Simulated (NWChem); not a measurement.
System: formamide (CH₃NO); SMILES NC=O

```xyz
6

N     -0.1838     1.0729     0.0000
C      0.3844    -0.1567     0.0000
O     -0.2170    -1.2023     0.0000
H     -1.1937     1.1499     0.0000
H      0.3750     1.9139     0.0000
H      1.5020    -0.1003     0.0000
```
Atoms are numbered in this order, from 1.

Computed with NWChem. Pople sets run with spherical d functions. Structure relaxed at the PBE0/def2-SVP level. Level: PBE/6-31G* with SMD (1 M gas to 1 M solution), gas-phase geometry.

Q: Among these, which solvent gives the highest value of “cavity-dispersion-structure term (kcal/mol)”?
A) ethylene glycol
B) dichloromethane
C) dimethyl sulfoxide
D) anisole

A: A, ethylene glycol. Values: anisole 0.4; dimethyl sulfoxide 0.6; dichloromethane 1.0; ethylene glycol 5.5
